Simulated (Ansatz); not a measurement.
**BH₂ (doublet): from Hartree-Fock to the top rungs, def2-QZVPP**

One table from this session's results is given with a row withheld; the runs are named, their logs left out.

The runs use Ansatz 0.2.0, Gaussian basis; def2-QZVPP, core rule «outside noble gas», up to 1 orbitals frozen.

Plan: UHF; ROHF; CCSD(T) on UHF.

2 further runs of the same task are left out: 2 set aside as unsound or not needed.

## The system

The geometry is a PBE0/def2-TZVP stationary point (not a proven minimum).

3 atoms, charge 0, spin multiplicity 2.

Atoms are counted from 1 here; the program's logs count them from 0.

Bond lengths: B1–H2 1.191 Å, B1–H3 1.191 Å. Angles: H2–B1–H3 129.4°.

The first run:

in.yaml

```yaml
crystal:
  periodic: [false, false, false]
  atoms:
    - {symbol: B, position_ang: [0.000000, -0.080006, 0.000000]}
    - {symbol: H, position_ang: [0.000000, 0.429067, -1.077008]}
    - {symbol: H, position_ang: [0.000000, 0.429067, 1.077008]}
basis:
  gaussian: {orbitals: "def2-QZVPP.json"}
magnetization: {spin_polarized: true, initial_magnetization: 1}
hamiltonian: {xc: hf}
output: {orbitals: {seedname: orbitals}}
```

Run with:

```
> ansatz run in.yaml --threads 1 --pin off --events-out ev --progress --plain --max-ram 2393MiB
```

Steps of the session up to this table: UHF; ROHF; CCSD(T) on UHF.

One of the session's tables, all rows but one given; the rest of the session is left out.

It belongs to the step «Misses and costs». 

| method | from UCCSD(T) (meV) |
| --- | --- |
| ROHF | +2946.1 |
| UHF | +2906.3 |
| UMP2 | ? |
| UCCSD | +58.8 |
| UCCSD(T) | 0 |

Estimate the missing values for UMP2.

**Answer.** from UCCSD(T) (meV): +524.5. In the column «from UCCSD(T) (meV)» it lies between UCCSD (+58.8) and UHF (+2906.3).
